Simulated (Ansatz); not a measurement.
Write a Python script for Ansatz 0.2.0, Python API that makes the energy of protonation at one site of BH₅OSi, SMILES BO[SiH3]. Settings (for the species named): PBE0, def2-SVP basis, multiplicity 1, D3BJ dispersion.

```yaml
atoms:
  - { symbol: B, position_ang: [-0.3660, 0.7332, -1.1415] }
  - { symbol: O, position_ang: [-0.3028, -0.6453, -0.8290] }
  - { symbol: Si, position_ang: [0.2413, -0.6956, 0.7788] }
  - { symbol: H, position_ang: [-1.3612, 1.3568, -0.9773] }
  - { symbol: H, position_ang: [0.4943, 1.3393, -1.6730] }
  - { symbol: H, position_ang: [-0.6861, -0.0242, 1.6936] }
  - { symbol: H, position_ang: [1.6143, -0.0373, 0.8950] }
  - { symbol: H, position_ang: [0.4584, -2.0841, 1.1975] }
```

The script, `bh5osi_pa.py`:
```python
# -*- coding: utf-8 -*-
'''Adding a proton to BH5OSi.'''

import ansatz as az
import numpy as np

BASIS = 'def2-SVP'
XC = 'pbe0'
VDW = 'd3bj'
NET_CHARGE = 1
FORCE_TOL = 0.01

geometry_ang = [
    ('B', (-0.366, 0.7332, -1.1415)),
    ('O', (-0.3028, -0.6453, -0.829)),
    ('Si', (0.2413, -0.6956, 0.7788)),
    ('H', (-1.3612, 1.3568, -0.9773)),
    ('H', (0.4943, 1.3393, -1.673)),
    ('H', (-0.6861, -0.0242, 1.6936)),
    ('H', (1.6143, -0.0373, 0.895)),
    ('H', (0.4584, -2.0841, 1.1975)),
]
mol = az.Crystal.molecule()
for symbol, xyz in geometry_ang:
    mol = mol.atom(symbol, xyz)

base = (
    mol.calculation()
    .basis(gaussian=BASIS)
    .functional(XC, dispersion=VDW)
)
symbols = [site.symbol for site in mol.cartesian_sites]
start = np.array([site.position_ang for site in mol.cartesian_sites], dtype=float)
summary = base.relax(force_tolerance=0.01, max_steps=100).run(threads=1, pin='off').report
end = np.array(summary['positions_ang'])

# start the new hydrogen opposite the existing bonds
away = sum((end[1] - end[j]) / np.linalg.norm(end[1] - end[j]) for j in [0, 2]) + np.array([0.15, 0.1, -0.2])
proton = end[1] + 1.0 * away / np.linalg.norm(away)
acid = az.Crystal.molecule()
for symbol, place in zip(symbols, end):
    acid = acid.atom(symbol, place.tolist())
acid = acid.atom('H', proton.tolist())
protonated = (
    acid.calculation()
    .basis(gaussian=BASIS)
    .functional(XC, dispersion=VDW)
    .charge(NET_CHARGE)
    .relax(force_tolerance=FORCE_TOL, max_steps=80)
)
after = protonated.run(threads=1, pin='off').report
xyz = np.array(after['positions_ang'])
reach = np.linalg.norm(xyz[:-1] - xyz[-1], axis=1)
print(f'base {summary["free_energy_ev"]:.5f} eV, protonated {after["free_energy_ev"]:.5f} eV')
print(f'the proton ends {reach.min():.3f} A from {symbols[reach.argmin()]}{reach.argmin()}')
print(f'electronic proton affinity {(summary["free_energy_ev"] - after["free_energy_ev"]):.3f} eV')
```

Running `python bh5osi_pa.py` prints:
```text
base -10672.62115 eV, protonated -10680.60604 eV
the proton ends 0.976 A from O1
electronic proton affinity 7.985 eV
```

Caveats:
- The settings weren't tested for convergence.
- The proton is put on one chosen atom, which needn't be the most basic site, so the molecule's proton affinity can be higher; the ends are stationary points, not checked by frequencies, and zero-point and thermal terms count only where printed.
- Run time: 91 s on 1 thread of Arm Neoverse N1, with other jobs on the host, peak memory 0.22 GiB.
